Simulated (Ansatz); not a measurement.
# C3H4FN: a ladder of functionals and wavefunction methods

One table from this session's results is given with a row withheld; the runs are named, their logs left out.

The runs use Ansatz 0.2.0, Gaussian basis; functionals in def2-TZVPP, the program's frozen cores in correlated methods.

Levels to be run: LDA (SPW92), PBE-D4, revPBE-D4, BLYP-D4, r2SCAN-D4, B97M-V, PBE0-D4, B3LYP-D4, r2SCANh-D4, r2SCAN0-D4, HSE06-D4, BHLYP-D4, CAM-B3LYP-D4, LC-ωPBE, ωB97X-V, ωB97M-V, B2PLYP, PBE-QIDH; CCSD(T)/def2-SVP; CCSD(T)/def2-TZVPP; MP2/def2-QZVPP; extrapolation to the limit; RPA on PBE.

### The geometry

The geometry comes from an earlier relaxation with PBE0-D4 in a triple-zeta def2 set; it is a stationary point, not always the lowest conformer.

SMILES `N=C1CC1F`, 9 atoms, charge 0, spin multiplicity 1.

Atoms are counted from 1 here; the program's logs count them from 0.

Bond lengths: N1–C2 1.252 Å, N1–H6 1.022 Å, C2–C3 1.462 Å, C2–C4 1.464 Å, C3–C4 1.526 Å, C3–H7 1.086 Å, C3–H8 1.087 Å, C4–F5 1.361 Å, C4–H9 1.086 Å. Angles: C2–N1–H6 110.4°, N1–C2–C3 144.7°, N1–C2–C4 152.0°, C3–C2–C4 62.9°, C2–C3–C4 58.6°, C2–C3–H7 121.7°, C2–C3–H8 115.6°, C4–C3–H7 117.7°, C4–C3–H8 116.7°, H7–C3–H8 114.9°, C2–C4–C3 58.5°, C2–C4–F5 119.8°, C2–C4–H9 120.2°, C3–C4–F5 118.9°, C3–C4–H9 117.8°, F5–C4–H9 112.0°.

The first run:

Input file in.yaml:

```yaml
crystal:
  periodic: [false, false, false]
  atoms:
    - {symbol: N, position_ang: [-0.672660, 0.538793, 1.700769]}
    - {symbol: C, position_ang: [-0.207596, 0.117849, 0.617306]}
    - {symbol: C, position_ang: [0.997308, -0.360500, -0.059552]}
    - {symbol: C, position_ang: [-0.303609, -0.125791, -0.822906]}
    - {symbol: F, position_ang: [-0.380904, 0.926460, -1.682493]}
    - {symbol: H, position_ang: [-1.634715, 0.860229, 1.574972]}
    - {symbol: H, position_ang: [1.343137, -1.384117, 0.045914]}
    - {symbol: H, position_ang: [1.783640, 0.377188, -0.195860]}
    - {symbol: H, position_ang: [-0.836202, -0.996313, -1.195350]}
basis:
  gaussian: {orbitals: def2-TZVPP}
hamiltonian: {xc: lda}
output: {orbitals: {seedname: orbitals}}
```

The run is started by

```
ansatz run in.yaml --threads 2 --pin off --events-out ev --progress --plain --max-ram 4352MiB
```

Among the steps run: LDA; PBE-D4 (GGA); revPBE-D4 (GGA); BLYP-D4 (GGA); r2SCAN-D4 (meta-GGA); B97M-V (meta-GGA); PBE0-D4 (hybrid); B3LYP-D4 (hybrid); r2SCANh-D4 (hybrid); r2SCAN0-D4 (hybrid); HSE06-D4 (hybrid); BHLYP-D4 (hybrid); CAM-B3LYP-D4 (range-separated); LC-ωPBE (range-separated); ωB97X-V (range-separated); ωB97M-V (range-separated); B2PLYP (double hybrid); PBE-QIDH (double hybrid).

One table of the session follows, with a row left open; its other results are not shown here.

It belongs to the step «Orbital energies across the functionals». 

```
  functional  HOMO (eV)  gap (eV)
 LDA (SPW92)      -6.01      3.67
      PBE-D4      -5.89      3.78
   revPBE-D4      -5.84      3.81
     BLYP-D4      -5.82      3.85
   r2SCAN-D4      -6.16      4.26
      B97M-V      -6.32      4.54
     PBE0-D4      -7.35      6.32
    B3LYP-D4      -7.15      5.87
  r2SCANh-D4      -6.71      5.20
  r2SCAN0-D4      -7.53      6.62
    HSE06-D4      -6.95      5.53
    BHLYP-D4      -8.77      8.94
CAM-B3LYP-D4      -8.79      8.96
     LC-ωPBE     -10.11     11.47
     ωB97X-V          ?         ?
     ωB97M-V      -9.67     10.87
```

Q: Estimate the row for ωB97X-V from the others.

**Answer.** HOMO (eV): -9.76; gap (eV): 11.06. In the column «HOMO (eV)» it lies between LC-ωPBE (-10.11) and ωB97M-V (-9.67).
